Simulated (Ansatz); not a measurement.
Ansatz (a first-principles code) input (CCSD(T)/aug-cc-pV(D+d)Z):
A basis named .json is the Basis Set Exchange file of that set.

Ansatz 0.2 input:
```yaml
crystal:
  periodic: [false, false, false]
  atoms:
    - {symbol: C, position_ang: [0.15843431, -0.00360145, 0.66878908]}
    - {symbol: Cl, position_ang: [-0.06875929, 1.47284799, -0.15074332]}
    - {symbol: Cl, position_ang: [-0.03583858, -1.47140540, -0.17439705]}
    - {symbol: H, position_ang: [0.82755792, -0.00291530, 1.51465181]}
basis:
  gaussian:
    orbitals: aug-cc-pV_D+d_Z.json
magnetization: {spin_polarized: true, initial_magnetization: 1}
correlation: {method: ccsd_t, electrons: outside_noble_gas}
output: {forces: true}
```

Output:

```
Functional definition: HF
integrals: 0.18 GiB planned
923 factors; integrals over basis functions are off by at most 7.8e-4 eV
mean field: 0.40 GiB planned
mean field evaluation 1: about -26051.4937 eV, gradient 9.8e0 eV
mean field evaluation 2: about -26051.5346 eV, gradient 9.9e0 eV
mean field evaluation 4: about -26052.5425 eV, gradient 2.4e0 eV
mean field evaluation 8: about -26052.6197 eV, gradient 3.9e-1 eV
mean field evaluation 16: about -26052.6238 eV, gradient 3.2e-6 eV
mean field -26052.62380543 eV, -957.4162657471 hartree, gradient 3.2e-6 eV, S^2 0.768875; 0 other end points of the search recorded, 0 dependent functions left out
11 core orbitals not correlated
reference -26052.62380543 eV, -957.4162657471 hartree; 10, 9 occupied and 75, 76 virtual orbitals, 923 factors
densities: 0.95 GiB planned
second order -11.39859553 eV of doubles, -0.00000000 eV of singles
coupled cluster: 0.63 GiB planned
cycle   1  -12.04403829 eV  change   -6.5e-1 eV  update   8.1e-2
cycle   2  -12.35267595 eV  change   -3.1e-1 eV  update   2.6e-2
cycle   3  -12.42600642 eV  change   -7.3e-2 eV  update   1.6e-2
cycle   4  -12.42722450 eV  change   -1.2e-3 eV  update   6.3e-3
cycle   5  -12.42679051 eV  change    4.3e-4 eV  update   2.4e-3
cycle   6  -12.42698901 eV  change   -2.0e-4 eV  update   7.2e-4
cycle   7  -12.42708315 eV  change   -9.4e-5 eV  update   2.4e-4
cycle   8  -12.42709441 eV  change   -1.1e-5 eV  update   1.2e-4
cycle   9  -12.42705629 eV  change    3.8e-5 eV  update   4.7e-5
cycle  10  -12.42705059 eV  change    5.7e-6 eV  update   2.1e-5
cycle  11  -12.42705646 eV  change   -5.9e-6 eV  update   1.1e-5
cycle  12  -12.42705941 eV  change   -2.9e-6 eV  update   5.3e-6
cycle  13  -12.42706068 eV  change   -1.3e-6 eV  update   2.1e-6
perturbative correction -0.42958006 eV, -0.0157867761 hartree
the calculation of the forces begins
Total energy: -26065.48044618 eV, -957.8887385798 hartree
Atom 0 at     0.158434    -0.003601     0.668789 Å, force    -0.287357    -0.003557     0.042761 eV/Å
Atom 1 at    -0.068759     1.472848    -0.150743 Å, force    -0.033804     0.316764    -0.209569 eV/Å
Atom 2 at    -0.035839    -1.471405    -0.174397 Å, force    -0.026750    -0.314034    -0.214637 eV/Å
Atom 3 at     0.827558    -0.002915     1.514652 Å, force     0.347911     0.000826     0.381445 eV/Å
Dipole moment:     0.120056     0.000153     0.148084 e Å
```

It need not be the lowest isomer of its formula.
